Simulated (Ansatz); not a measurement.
A correction line for HF/def2-TZVPP: atomisation enthalpy at 298 K

The atomisation enthalpy at 298 K in kJ/mol of 6 S-containing molecules: x at HF/def2-TZVPP, y from tabulated heats of molecules and atoms (CRC Handbook of Chemistry and Physics, NIST-JANAF tables). Shapes, held fixed at every level: PBE0-D4/def2-TZVP. Computed values hold a harmonic thermal term (PBE0-D4/def2-TZVP) and the atoms' spin-orbit lowering. Programs: Ansatz 0.2.0.

```
                  molecule  x (kJ/mol)  y (kJ/mol)
      SO2 (sulfur dioxide)         432        1072
   SOF2 (thionyl fluoride)         599        1229
SF4 (sulfur tetrafluoride)         614        1358
    OCS (carbonyl sulfide)         849           ?
 CHNS (isothiocyanic acid)         920        1557
       CH4S (methanethiol)        1369        1889
```

Q: Fit y = c + s·x to the known rows and predict y for OCS.

A: 
1. Means of the 5 rows: x = 786.80, y = 1421.0.
2. Σ(Δx)² = 547711, Σ(Δx·Δy) = 461354, so the slope is 461354/547711 = 0.84233.
3. Intercept: 1421.0 − (0.84233) × 786.80 = 758.3. The largest residual of the fit is 83.
4. OCS: 758.3 + 0.84233 × 849 = 1473 kJ/mol.

The tabulated heats give 1381 kJ/mol, so the prediction is off by +92 kJ/mol, about the largest residual. Uncorrected, HF/def2-TZVPP misses OCS by -532 kJ/mol, and the other rows by 634 on average. With references in doubt, neither the misses nor the line can be laid on the level alone. Hartree–Fock lacks correlation, which doesn't scale simply with the atomisation energy. Left out in turn, the other rows are missed by 80 kJ/mol on average. The heats of SF4 (sulfur tetrafluoride) come from older tables and can be uncertain by 10 kJ/mol or more. The tabulated value of SOF2 is in doubt (older tables, estimates, or at odds with other calculations) and kept here.
